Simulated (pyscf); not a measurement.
Structures and frequencies: ωB97X-D3(BJ)/def2-SVP in PySCF.

Problem. For the elementary gas-phase step hydrogen chloride (HCl) + F–Sn(Cl)(Cl)–Cl → F–Cl + Cl–SnH(Cl)–Cl (singlet surface; Cl–H, F–Sn broken, Cl–F, H–Sn formed), what barrier and reaction energy does ωB97M-D3(BJ)/def2-TZVP give, measured from the separated reactants?

Solution. ΔE‡ = 113.8 kcal/mol, ΔE = +78.5 kcal/mol. Zero-point energy shifts the barrier by -0.8 kcal/mol. It is a four-centre exchange, with an imaginary mode of 630i cm⁻¹. At the saddle there is also a short F–H contact that neither side keeps. The same reactants have a lower exit, to Cl–Sn(Cl)(Cl)–Cl + HF (barrier +9.3 kcal/mol at ωB97M-D3(BJ)/def2-TZVP, against +113.8 kcal/mol here). This is the saddle that the search found; another between the same sides may lie lower. A restricted solution here is unstable towards spin polarisation, so biradical character is likely and single-reference numbers are less safe. Elements past Kr carry the def2 core potentials, without spin-orbit coupling.
